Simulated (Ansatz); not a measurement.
# BFH4O: the cost of one run

All numbers below are computed with Ansatz 0.2.0 (RKS PBE/def2-SVP).

### 1 The starting structure

Bond lengths: B1–F2 1.670 Å, B1–H3 1.190 Å, B1–O4 1.410 Å, O4–H5 1.010 Å. Angles: F2–B1–H3 120.0°, F2–B1–O4 120.0°, H3–B1–O4 120.0°, B1–O4–H5 109.5°.

Coordinates:

```xyz
7

B     0.0000    0.0000    0.0000
F     0.0000    0.0000    1.6700
H     1.0305    0.0000   -0.5950
O    -1.2211    0.0000   -0.7050
H    -1.7308   -0.8467   -0.4965
H    -0.1864    1.4017    0.4698
H    -0.1469    1.1046    1.3144
```

### 2 A restrained relaxation towards end A

Springs on the bonds that form and break draw the guess towards this end; the thresholds are loose.

File input.yaml:

```yaml
crystal:
  periodic: [false, false, false]
  atoms:
    - { symbol: B, position_ang: [0.0, 0.0, 0.0] }
    - { symbol: F, position_ang: [0.0, 0.0, 1.67] }
    - { symbol: H, position_ang: [1.0305, 0.0, -0.595] }
    - { symbol: O, position_ang: [-1.2211, 0.0, -0.705] }
    - { symbol: H, position_ang: [-1.7308, -0.8467, -0.4965] }
    - { symbol: H, position_ang: [-0.1864, 1.4017, 0.4698] }
    - { symbol: H, position_ang: [-0.1469, 1.1046, 1.3144] }
basis:
  gaussian: { orbitals: def2-SVP }
hamiltonian:
  xc: pbe
relax:
  f_tol: 0.15
  max_steps: 25
  restrain:
    - { distance: [0, 5], at: 2.39, k: 30.0 }
    - { distance: [6, 1], at: 2.12, k: 30.0 }
    - { distance: [0, 1], at: 1.32, k: 30.0 }
    - { distance: [6, 5], at: 0.66, k: 30.0 }
```

Started as:

```bash
$ ansatz run input.yaml --threads 1 --pin off --max-ram 2048MiB --backend cpu --events-out ev --progress --plain --runs-dir out
```

Q: Estimate wall time and peak memory on 1 thread of Arm Neoverse V1, shared host.

About 15 s, with a peak of 0.12 GiB.
